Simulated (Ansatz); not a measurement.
# SiP₂+ (doublet): wave-function methods side by side, cc-pVDZ

The task here is to estimate one member of a computed series from the others.

The runs use Ansatz 0.2.0, Gaussian basis; cc-pVDZ, core rule «outside noble gas», up to 15 orbitals frozen.

Plan: UHF; CCSD(T) on ROHF; CCSD(T) on UHF; BCCD(T) on ROHF; CISD; CCSDT(Q) on ROHF; CCSDT(Q) on UHF; CASSCF and MRCISD+Q, 9 electrons in 10 orbitals; CASSCF and NEVPT4(SD), 9 electrons in 10 orbitals; CASSCF and NEVPT2, 9 electrons in 10 orbitals.

14 further runs of the same task are left out: 9 that didn't finish, 5 set aside as unsound or not needed.

## The geometry

The geometry is a PBE0/def2-TZVP stationary point (not a proven minimum) of the parent state, kept for this charge and spin.

3 atoms, charge 1, spin multiplicity 2.

Atoms are counted from 1 here; the program's logs count them from 0.

Bond lengths: P1–Si2 2.037 Å, Si2–P3 2.037 Å. Angles: P1–Si2–P3 180.0°.

Coordinates:

```xyz
3

P     0.0000    0.0000    2.0373
Si    0.0000    0.0000    0.0000
P     0.0000    0.0000   -2.0373
```

Set-up of the first run:

Contents of in.yaml:

```yaml
crystal:
  periodic: [false, false, false]
  atoms:
    - {symbol: P, position_ang: [0.000000, 0.000000, 2.037300]}
    - {symbol: Si, position_ang: [0.000000, 0.000000, 0.000000]}
    - {symbol: P, position_ang: [0.000000, 0.000000, -2.037300]}
basis:
  gaussian: {orbitals: cc-pVDZ}
total_charge: 1
magnetization: {spin_polarized: true, initial_magnetization: 1}
hamiltonian: {xc: hf}
output: {orbitals: {seedname: orbitals}}
```

The run is started by

```
$ ansatz run in.yaml --threads 1 --pin off --events-out ev --progress --plain --max-ram 2393MiB
```

Steps of the session up to this table: UHF; CCSD(T) on ROHF; CCSD(T) on UHF; BCCD(T) on ROHF; CISD; CCSDT(Q) on ROHF; CCSDT(Q) on UHF; CASSCF and MRCISD+Q, 9 electrons in 10 orbitals; CASSCF and NEVPT4(SD), 9 electrons in 10 orbitals; CASSCF and NEVPT2, 9 electrons in 10 orbitals.

One of the session's tables, all rows but one given; the rest of the session is left out.

| method | from RCCSDT(Q) (kJ/mol) |
| --- | --- |
| UHF | +808.7 |
| RMP2 | ? |
| UMP2 | +222.1 |
| CISD | +231.0 |
| RCCSD | +101.2 |
| UCCSD | +75.8 |
| RCCSD(T) | +18.5 |
| UCCSD(T) | +30.5 |
| BCCD(T) | +18.6 |
| RCCSDT | +17.2 |
| UCCSDT | +11.8 |
| RCCSDT(Q) | 0 |
| UCCSDT(Q) | -2.2 |
| CASSCF valence | +590.8 |
| NEVPT2 valence | +125.5 |
| NEVPT4(SD) valence | +13.1 |
| MRCISD valence | +66.9 |
| MRCISD+Q valence | +3.2 |

**Question.** Estimate the row for RMP2.

As computed: from RCCSDT(Q) (kJ/mol): +127.5. In the column «from RCCSDT(Q) (kJ/mol)» it lies between NEVPT2 valence (+125.5) and UMP2 (+222.1).

Left out of the table: ROHF (another determinant or state than the rows shown).

Limits of these values: The determinant is far from a pure spin state, so its energy mixes those of several spin states (harmless only where they are near-degenerate, as at dissociation). The report flags that the cluster equations may have other roots. The program flags RCCSD(T), BCCD(T), RCCSDT(Q) as in doubt, so the zero of the table is itself unsure. Warnings: spin contamination; coupled cluster took another determinant than the lowest. Restricted and unrestricted rows rest on different reference determinants; where their highest levels disagree by more than a few hundredths of an eV, they describe different states and don't form one ladder.
